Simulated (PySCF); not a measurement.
methane cation (CH4), SMILES C (connectivity only; charge and spin as stated), charge +1, multiplicity 2.

Coordinates come from a B3LYP-D3(BJ)/def2-TZVPD optimisation. The spin state was assumed, not searched.

Two levels are set side by side: PBE/def2-TZVPD (PySCF) and B3LYP/def2-TZVPD (PySCF). Same geometry, gas phase. Differences are taken from unrounded values.

| quantity | B3LYP |
|---|---|
| α-spin orbital gap (eV) | 11.41 |
| β-spin orbital gap (eV) | 6.55 |
| mean polarisability (bohr³) | 12.8 |

Question: What does PBE give, and how far is it from B3LYP? (An estimate is asked for; the answer gives what the named calculation found.)

Answer: 
```tsv
quantity	PBE	PBE minus B3LYP
α-spin orbital gap (eV)	9.41	-2.00
β-spin orbital gap (eV)	4.43	-2.11
mean polarisability (bohr³)	12.8	0.0
```

Rough cost on one machine, each run with all the roots and properties that it gave: B3LYP against PBE within a factor of 2.
